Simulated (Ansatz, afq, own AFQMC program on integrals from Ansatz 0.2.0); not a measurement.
## CH3Al, singlet: AFQMC among the cluster methods

```xyz
5

Al   -0.7408    0.0064    0.0050
C     1.2474   -0.0108   -0.0084
H     1.6463   -1.0338   -0.0061
H     1.6655    0.4997    0.8692
H     1.6535    0.4910   -0.8966
```

Connectivity, by distances: Al–CH3.

Basis cc-pVTZ. Noble-gas cores (and the filled d shells of Ga–Kr and In–Xe) are frozen. Ansatz 0.2.0 and our own AFQMC program on the same integrals; the CISD trial comes from CCSD amplitudes, and released means the phaseless constraint is let go. ± is one standard error of the sampling.

Determinant: RHF, the one that the program's search chose, which needn't be the lowest solution. The geometry is a PBE0/def2-TZVP stationary point of this or a neighbouring charge and spin state.

No full CI on the walks' own integrals is used here; CCSDT(Q) serves as the reference and is uncertain by about the last step of the cluster series.

Cautions: restricted determinant unstable towards unrestricted (UHF 6 meV lower, ⟨S²⟩ 0.12); the released energies are still falling, so no released level is given (meV from the phaseless value at times in 1/Eh: 0 ± 6 at 0.24, 0 ± 6 at 0.51, -8 ± 5 at 0.99, -21 ± 6 at 1.62, -38 ± 9 at 2.40).

- T1 diagnostic: 0.0117
- weight of the determinant in the CISD state: 0.865
- size of the correlated space: 10 electrons in 100 orbitals

```
  level  correlation energy (eV)
    MP2                  -6.5378
   CCSD                  -7.3094
CCSD(T)                  -7.5712
```

Estimate where phaseless AFQMC with a CISD trial lies against CCSD(T) on the same integrals.

0.23 ± 0.11 kcal/mol below CCSD(T).

Reference: CCSDT(Q), correlation energy -7.599 eV.

```json
{"level": "CCSD(T)", "E − E(reference) (kcal/mol)": "0.64", "share of correlation (%)": "99.63"}
{"level": "CCSDT", "E − E(reference) (kcal/mol)": "0.26", "share of correlation (%)": "99.85"}
{"level": "ph-AFQMC/HF", "E − E(reference) (kcal/mol)": "-1.45 ± 0.57", "share of correlation (%)": "100.82"}
{"level": "ph-AFQMC/CISD", "E − E(reference) (kcal/mol)": "0.41 ± 0.11", "share of correlation (%)": "99.77"}
```

A walk keeps the symmetry of its determinant, which the program's search chose and which needn't be the lowest solution, so a lower state of the same spin and another symmetry isn't excluded.
